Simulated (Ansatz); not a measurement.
All numbers below come from Ansatz, DFT, PBE, plane waves (420 eV) with PAW, scalar-relativistic.

An element in the hcp structure gives this curve. The cell is scaled uniformly from the relaxed one, with fractional coordinates and shape fixed. Energies are extrapolated to zero smearing, pressures are those at the given smearing. Magnetic state: spin not included.

```csv
V (Å³/atom),E − E₀ (meV/atom),P (GPa)
28.987,68.2,6.21
30.304,28.1,3.81
31.622,6.2,1.75
32.940,0.0,0.01
34.257,7.1,-1.48
35.575,25.6,-2.74
36.892,53.6,-3.81
```

(1) Which element is it?
A. yttrium
B. sodium
C. ytterbium
D. lutetium

Results:

(1) A. Its fit is V₀ = 32.86 Å³/atom, B₀ = 41 GPa, B₀′ = 3.0.
